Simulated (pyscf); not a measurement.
**Routes from O=Ge=O + methane (CH₄)**

Candidate steps break at most two bonds and form at most two. Each was searched with GFN2-xTB (tblite) first. Structures and frequencies: ωB97X-D3(BJ)/def2-SVP in PySCF. MP2 and CC: frozen core, UHF for open shells. ΔMP2 is the change of the MP2 total energy from the triple- to the quadruple-zeta basis. Energies: CCSD(T)/def2-TZVPP + ΔMP2(QZVPP), eV, from the separated reactants, singlet surface; ΔG‡ with ideal gas, 1 atm, RRHO with modes under 100 cm⁻¹ raised to 100, one conformer, R ln 2 for chiral ones without a mode under 150 cm⁻¹.

```
products                                                   type   ΔE‡     ΔE  ΔG‡ 298 K  ΔG‡ 900 K  ν‡ (cm⁻¹)
-------------  ------------------------------------------------  ----  -----  ---------  ---------  ---------
H₃C–Ge(=O)–OH  addition across a multiple bond or ene-type step  1.40  -1.77       1.63       2.31      1694i
H₃C–O–GeH=O    addition across a multiple bond or ene-type step  3.21  -0.67       3.45       4.10      1400i
```

Row 1: On the product side the descent ends in a point that may be a rotor saddle (no frequency run), 0.19 eV over the lowest minimum found and 3.04 eV under the saddle at ωB97X-D3(BJ)/def2-TZVP. Row 2: On the product side the descent ends in a point that may be a rotor saddle (no frequency run), 0.13 eV over the lowest minimum found and 3.97 eV under the saddle at ωB97X-D3(BJ)/def2-TZVP. 

Plain bond fissions and candidates not yet searched are not listed, and one of them may be faster. Each barrier is that of the saddle found; lower ones may exist. The CCSD(T) − MP2 part came from Ansatz, without density fitting, on the same reference. The largest closed-shell T1 diagnostic is 0.030, which may signal static correlation. The frozen core leaves the outer d or s,p core shells of the metals and heavy elements correlated in the MP2 and CC values, and def2-TZVPP describes them poorly, which can shift differences by a few kcal/mol. Elements up to Kr have no core potential and no relativistic terms here.
